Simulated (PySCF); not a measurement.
## MgSi⁺: frontier orbitals

PBE0 at R = 2.717 Å; basis Mg aug-cc-pVDZ, Si aug-cc-pV(D+d)Z; no relativity; PySCF 2.14. State: ²Π (doublet), unpaired electrons π ↑. Only the outer orbitals are listed, counted within each symmetry.

```json
{"spin": "α", "orbital": "2π", "occ.": "1", "ε (eV)": "-57.91", "on Mg (%)": "100", "main shells (%)": "100 Mg p"}
{"spin": "α", "orbital": "2π", "occ.": "1", "ε (eV)": "-57.90", "on Mg (%)": "100", "main shells (%)": "100 Mg p"}
{"spin": "α", "orbital": "6σ", "occ.": "1", "ε (eV)": "-57.87", "on Mg (%)": "100", "main shells (%)": "100 Mg p"}
{"spin": "α", "orbital": "7σ", "occ.": "1", "ε (eV)": "-18.09", "on Mg (%)": "2", "main shells (%)": "97 Si s"}
{"spin": "α", "orbital": "8σ", "occ.": "1", "ε (eV)": "-11.79", "on Mg (%)": "45", "main shells (%)": "47 Si p, 43 Mg s"}
{"spin": "α", "orbital": "3π", "occ.": "1", "ε (eV)": "-10.76", "on Mg (%)": "4", "main shells (%)": "95 Si p"}
{"spin": "α", "orbital": "3π", "occ.": "0", "ε (eV)": "-8.53", "on Mg (%)": "9", "main shells (%)": "90 Si p"}
{"spin": "α", "orbital": "9σ", "occ.": "0", "ε (eV)": "-7.88", "on Mg (%)": "73", "main shells (%)": "53 Mg s, 30 Si p, 20 Mg p"}
{"spin": "α", "orbital": "4π", "occ.": "0", "ε (eV)": "-5.34", "on Mg (%)": "91", "main shells (%)": "91 Mg p"}
{"spin": "β", "orbital": "2π", "occ.": "1", "ε (eV)": "-57.93", "on Mg (%)": "100", "main shells (%)": "100 Mg p"}
{"spin": "β", "orbital": "2π", "occ.": "1", "ε (eV)": "-57.91", "on Mg (%)": "100", "main shells (%)": "100 Mg p"}
{"spin": "β", "orbital": "6σ", "occ.": "1", "ε (eV)": "-57.88", "on Mg (%)": "100", "main shells (%)": "100 Mg p"}
{"spin": "β", "orbital": "7σ", "occ.": "1", "ε (eV)": "-16.92", "on Mg (%)": "6", "main shells (%)": "92 Si s"}
{"spin": "β", "orbital": "8σ", "occ.": "1", "ε (eV)": "-11.49", "on Mg (%)": "63", "main shells (%)": "62 Mg s, 30 Si p"}
{"spin": "β", "orbital": "3π", "occ.": "0", "ε (eV)": "-8.19", "on Mg (%)": "12", "main shells (%)": "87 Si p, 11 Mg p"}
{"spin": "β", "orbital": "9σ", "occ.": "0", "ε (eV)": "-7.85", "on Mg (%)": "60", "main shells (%)": "40 Si p, 30 Mg s, 29 Mg p"}
{"spin": "β", "orbital": "3π", "occ.": "0", "ε (eV)": "-7.27", "on Mg (%)": "23", "main shells (%)": "76 Si p, 21 Mg p"}
```

Question: Which are the highest filled and the lowest empty level, where do they sit, and how wide is the gap?

Answer: Highest filled α 3π at -10.76 eV (in %: 95 Si p); lowest empty α 3π at -8.53 eV (in %: 90 Si p); the gap at PBE0 is 2.23 eV. Both belong to one degenerate shell, split only by its one-sided filling, so this is no excitation gap.

```json
{
  "bond order (Mayer)": "0.97",
  "⟨S²⟩": "0.788",
  "charge on Mg (Mulliken, basis-dependent)": "0.79",
  "charge on Mg (Löwdin, basis-dependent)": "0.78",
  "dipole moment (positive dipole points towards Si; it is taken about the centre of mass and depends on that origin)": "-4.15 D",
  "polarisability along the bond": "129.3 bohr³",
  "polarisability across the bond": "53.8 bohr³"
}
```

The state is the lowest determinant that a PBE0 search found; another state may lie lower at other levels.
